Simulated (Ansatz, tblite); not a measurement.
**The cluster Hf₂Si₂: rung by rung**

How do method and basis change the picture of the cluster Hf₂Si₂ (singlet)?

Program: Ansatz 0.2.0, Gaussian basis. Level of theory: as each input shows. These are calculated values, not measurements.

The runs, in order: GFN2-xTB, PBE-D4/def2-TZVP, r2SCAN-D4/def2-TZVP, B2PLYP/def2-TZVP, ωB97X-V/def2-TZVP, r2SCANh-D4/def2-TZVP, CAM-B3LYP-D4/def2-TZVP, HSE06-D4/def2-TZVP, PBE-D4/def2-SVP, PBE0-D4/def2-SVP, PBE0-D4/def2-TZVPD, PBE-D4/def2-TZVPD, r2SCAN-D4/def2-TZVPD, CCSD(T)/def2-TZVPP, MP2/def2-TZVP, RPA/def2-TZVP.

## (1) The structure

The singlet was relaxed beforehand with PBE-D4/def2-SVP. At that level it is the lowest of the isomers that a small search found.

4 atoms, charge 0, spin multiplicity 1.

Bond lengths: Hf1–Si3 2.521 Å, Hf1–Si4 2.521 Å, Hf2–Si3 2.521 Å, Hf2–Si4 2.521 Å. Angles: Si3–Hf1–Si4 65.5°, Si3–Hf2–Si4 65.5°, Hf1–Si3–Hf2 67.6°, Hf1–Si4–Hf2 67.6°.

Hf takes a core potential in the def2 sets. No spin-orbit coupling is included.

PBE0-D4/def2-TZVP was run before; its log isn't repeated, and its numbers join the tables.

## (2) GFN2-xTB

Tight binding, by tblite at 300 K electronic temperature and without a spin-polarisation term:

```python
tblite.interface.Calculator('GFN2-xTB', numbers, positions, charge=0, uhf=0).singlepoint()
```

Energy -167.2540 eV, HOMO -7.35 eV, LUMO -7.20 eV; 0.014 s.

## (3) PBE-D4/def2-TZVP

start.molden holds the orbitals of an earlier run on this state, given as this run's starting guess.

in.yaml reads:

```yaml
crystal:
  periodic: [false, false, false]
  atoms:
    - {symbol: Hf, position_ang: [-1.589971, 0.137282, -0.231622]}
    - {symbol: Hf, position_ang: [0.631353, 0.082694, 1.481567]}
    - {symbol: Si, position_ang: [0.343239, -1.459913, -0.491649]}
    - {symbol: Si, position_ang: [0.615380, 1.239927, -0.758296]}
basis:
  gaussian: {orbitals: def2-TZVP, initial_orbitals: start.molden}
hamiltonian: {xc: pbe, dispersion: d4}
scf: {omitted_lower_state_checks: [starts]}
output: {orbitals: {seedname: orbitals}}
```

Command:

```console
$ ansatz run in.yaml --threads 4 --pin off --events-out ev --progress --plain --max-ram 3916MiB
```

Further steps of the session: r2SCAN-D4/def2-TZVP; B2PLYP/def2-TZVP; ωB97X-V/def2-TZVP; r2SCANh-D4/def2-TZVP; CAM-B3LYP-D4/def2-TZVP; HSE06-D4/def2-TZVP; PBE-D4/def2-SVP; PBE0-D4/def2-SVP; PBE0-D4/def2-TZVPD; PBE-D4/def2-TZVPD; r2SCAN-D4/def2-TZVPD; CCSD(T)/def2-TZVPP; MP2/def2-TZVP; RPA/def2-TZVP.

Q: Predict the results of all the runs planned. Wanted: gap in def2-TZVP, named functionals, smallest and largest; correlation energy, CCSD(T)/def2-TZVPP; correlation energy, MP2/def2-TZVP; binding an atom, functionals in def2-TZVP; PBE0 total energy, smallest basis above largest.

**Answer**, as computed:

| quantity | value |
| --- | --- |
| gap in def2-TZVP, named functionals, smallest and largest | 0.83 eV (PBE-D4), 5.76 eV (ωB97X-V) |
| correlation energy, CCSD(T)/def2-TZVPP | -26.65 eV |
| correlation energy, MP2/def2-TZVP | -24.41 eV |
| binding an atom, functionals in def2-TZVP | 2.55 (CAM-B3LYP-D4) to 3.31 eV (PBE-D4) |
| PBE0 total energy, smallest basis above largest | 5.95 eV (def2-SVP, def2-TZVPD) |

What this shows: Orbital gaps of the named functionals in def2-TZVP span 0.83 eV (PBE-D4) to 5.76 eV (ωB97X-V); exact exchange widens it. Notes on CCSD(T)/def2-TZVPP and its Hartree-Fock reference, which MP2 shares: restricted state is unstable towards broken spin symmetry.
